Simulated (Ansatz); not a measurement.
**Basis or method: vertical ionisation to the doublet of AlH$_{3}$**

AlH3, singlet; coordinates (Å): Al 0.000 0.000 0.000; H 1.586 0.015 0.000; H -0.806 1.366 -0.003; H -0.780 -1.381 0.003. Quantity: vertical ionisation to the doublet.

Ansatz 0.2.0, basis aug-cc-pVDZ or cc-pVTZ; geometries are PBE0/def2-TZVP minima. Wave-function levels freeze the cores; HF, MP2 and coupled cluster are restricted for singlets and unrestricted otherwise, Kohn–Sham unrestricted where that lies lower. The reference is CCSDT(Q) or full CI (coupled cluster only where its series has nearly closed). Semilocal and hybrid functionals correlate all electrons outside any core potential and usually lie nearer their basis limit than the reference, so part of their error here is the reference's basis and frozen-core error; RPA and the MP2 part of double hybrids freeze the same cores as the reference. None of these values is a measured one. Energies are electronic, without zero-point terms. No spin–orbit coupling and no scalar relativity. The species are chosen: bound, without strong static correlation by their natural occupations or amplitudes, in their lowest spin state as far as vertical gaps and like structures tell, with only the lowest ion state computed, and with a ladder that closes on the reference, so errors are smaller than for species at large; levels whose determinant breaks symmetry or spin markedly are left out.

```csv
level,aug-cc-pVDZ (eV),cc-pVTZ (eV)
reference,11.299 (full CI),11.404 (CCSDT(Q))
HF,10.655,10.675
MP2,11.313,11.438
CCSD,11.305,11.410
CCSD(T),11.303,11.409
CCSDT,11.299,11.405
PBE,10.907,10.909
PBE0,11.127,11.135
```

From aug-cc-pVDZ to cc-pVTZ the reference moves by 0.105 eV and PBE by 0.002; the step from CCSD(T) to the reference is -0.004 in the first and -0.005 in the last.
